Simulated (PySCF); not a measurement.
# Bonding in streptocyanine-5

Compound: streptocyanine-5, C5H9N2 (charge +1).
SMILES with atom numbers: `[NH2:1]/[CH:2]=[CH:3]/[CH:4]=[CH:5]/[CH:6]=[NH2+:7]` (hydrogens: H8, H9 on N1; H10 on C2; H11 on C3; H12 on C4; H13 on C5; H14 on C6; H15, H16 on N7)

Geometry (PBE0-D3(BJ)/def2-TZVP, Å), atoms numbered from 1 in this order:
```xyz
16
C5H9N2 angstrom
N     -3.608    0.015   -0.256
C     -2.390   -0.394    0.038
C     -1.228    0.311   -0.200
C     -0.002   -0.228    0.153
C      1.229    0.380   -0.035
C      2.382   -0.264    0.362
N      3.607    0.207    0.238
H     -3.771    0.911   -0.686
H     -4.413   -0.551   -0.047
H     -2.329   -1.373    0.504
H     -1.277    1.291   -0.664
H     -0.005   -1.214    0.616
H      1.288    1.363   -0.492
H      2.309   -1.248    0.818
H      4.404   -0.321    0.552
H      3.785    1.111   -0.171
```

Bond orders from the PBE0/pcSseg-2 density (PySCF). One conformer (not necessarily the lowest) at the PBE0-D3(BJ)/def2-TZVP geometry, without solvent, vibrations or thermal averaging.

Q: How far do the computed orders between heavy atoms stray from the drawn ones?

A: The largest departure is 0.663, at C4–C5 (drawn double, 1.337). Drawn single, order above 1.12: N1–C2 (1.423), C3–C4 (1.337) and C5–C6 (1.382). Drawn double or triple, more than 0.30 short of the drawn order: C2–C3 (1.382), C4–C5 (1.337) and C6–N7 (1.423). The SMILES, with its formal charges, is one Lewis structure only.

Q: Give the Mayer order of every bond, beside its length.

A: 
```csv
bond,drawn as,length (Å),Mayer order
N1–C2,single,1.318,1.423
C2–C3,double,1.379,1.382
C3–C4,single,1.386,1.337
C4–C5,double,1.386,1.337
C5–C6,single,1.379,1.382
C6–N7,double,1.318,1.423
N1–H8,single,1.008,0.961
N1–H9,single,1.006,0.962
C2–H10,single,1.086,1.004
C3–H11,single,1.085,1.039
C4–H12,single,1.089,1.022
C5–H13,single,1.086,1.039
C6–H14,single,1.086,1.004
N7–H15,single,1.006,0.962
N7–H16,single,1.008,0.961
```

By pair of heavy elements: C–N: all 2 within 0.02 of one another (1.423 to 1.423). C–C: lowest C3–C4 and C4–C5 (1.337, 1.386 Å), highest C2–C3 and C5–C6 (1.382, 1.379 Å). Bonds named together lie within 0.004.

Q: Sum the orders of all bonds at each heavy atom with more than one neighbour and set the sums beside the valence in the SMILES.

A: N1 3.346 (drawn 3), C2 3.809 (drawn 4), C3 3.758 (drawn 4), C4 3.696 (drawn 4), C5 3.758 (drawn 4), C6 3.809 (drawn 4), N7 3.346 (drawn 4). Orders between atoms that aren't bonded are not in these sums.

For a closed shell the Mayer order of atoms A and B is Σ (PS)μν (PS)νμ over the basis functions μ on A and ν on B, with P the density and S the overlap matrix.
